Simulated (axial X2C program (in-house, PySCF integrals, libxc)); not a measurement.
Outer orbitals of OH⁻ at 0.963 Å, r2SCAN0

Calculated with an in-house relativistic program for diatomic molecules. Spin-free means the one-electron spin-free X2C Hamiltonian; two-component (2c) means X2C with spin–orbit coupling and atomic mean-field two-electron Coulomb and Gaunt terms, so the difference of the two also holds small scalar two-electron terms. Basis: O dyall-av3z [7s6p3d2f], H dyall-av3z [7s3p2d] (cores contracted in-house); Gaussian nuclei, density fitting, unrestricted open shells. Masses: O 15.995 u, H 1.008 u.

The distance is close to the 2c PBE0 minimum; the highest filled and lowest empty levels are listed.

Spin-free orbitals, state M_S = 0, Λ = 0 (closed shell) (Löwdin shares):

```
symmetry  occupied  ε (eV)           atomic character
      σα       yes  -17.74  60% O s, 23% H s, 11% H p
      σα       yes   -3.21   67% O p, 16% H s, 7% O s
     π-α       yes    0.60   82% O p, 12% H p, 6% H d
     π+α       yes    0.60   82% O p, 12% H p, 6% H d
      σα        no    3.88                    98% H s
      σα        no    5.94    94% O p, 2% H s, 2% H p
     π+α        no    6.82            94% O p, 5% H p
     π-α        no    6.82            94% O p, 5% H p
```

One partner of each degenerate Kramers or spin pair is listed. The highest filled level is positive, so this functional does not bind it, and the empty levels of an anion are set by the basis.

Spinors with spin–orbit coupling (state Ω = 0):

```tsv
ω	occupied	ε (eV)	atomic character	λ mixture
1/2	yes	-17.74	60% O s, 23% H s, 11% H p	100% σ
1/2	yes	-3.21	67% O p, 16% H s, 7% O s	100% σ
1/2	yes	0.59	82% O p, 12% H p, 6% H d	100% π
3/2	yes	0.61	82% O p, 12% H p, 6% H d	100% π
1/2	no	3.89	98% H s	100% σ
1/2	no	5.98	94% O p, 2% H s	100% σ
1/2	no	6.82	94% O p, 5% H p	100% π
3/2	no	6.82	94% O p, 5% H p	100% π
```

One partner of each degenerate Kramers or spin pair is listed. The highest filled level is positive, so this functional does not bind it, and the empty levels of an anion are set by the basis.

Mulliken charges and populations of the two-component result (they depend on the basis, above all on diffuse functions):

O -0.83 e (s 3.74 p 5.08 d 0.01), H -0.17 e (s 0.87 p 0.27 d 0.03).

One determinant describes the state; a PBE0 search over occupations chose it and may have missed a lower one. The highest occupied level of some functionals is positive through self-interaction error; at Hartree–Fock it is bound.
